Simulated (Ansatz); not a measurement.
**Smallest direct gap on the k points sampled of rock-salt CaO at several levels of theory**

No measured value is used here.

| level (code) | value (eV) | cell (Å³/atom) |
|---|---|---|
| LDA (Ansatz) | 3.86 | 13.92 |
| PBE (Ansatz) | 4.03 | 13.92 |
| PBE-D3(BJ) (Ansatz) | 4.02 | 13.68 |
| PBE-D4 (Ansatz) | 4.03 | 13.82 |
| r²SCAN (Ansatz) | 4.58 | 13.92 |
| B3LYP (VWN-RPA form) (Ansatz) | ___ | 13.92 |
| Hartree–Fock (Ansatz) | 14.50 | 13.92 |
| G0W0@HSE06 (Ansatz) | ___ | 13.92 |
| G0W0@PBE0 (Ansatz) | ___ | 13.92 |

Problem. Fill in the missing entries.

Solution. 
- B3LYP (VWN-RPA form) (Ansatz, an electronic-structure program), value (eV): 6.08
- G0W0@HSE06 (Ansatz), value (eV): 7.36
- G0W0@PBE0 (Ansatz), value (eV): 7.61

At these levels the smallest gap is indirect and lower: LDA 3.49, PBE 3.66, PBE-D3(BJ) 3.65, PBE-D4 3.65, r²SCAN 4.20, B3LYP (VWN-RPA form) 5.67, Hartree–Fock 13.97, G0W0@HSE06 6.89, G0W0@PBE0 7.14 eV. Computed values are for a static lattice.  G0W0@HSE06, G0W0@PBE0: GW on a hybrid start was not checked against another program. Values are at the measured cell; PBE-D3(BJ) at the level's own equilibrium cell; PBE-D4 at the level's own relaxed cell. Cutoffs and k meshes differ between the levels. Ansatz's density-functional and Hartree–Fock values are scalar-relativistic unless marked +SOC, with PAW data made under PBE.
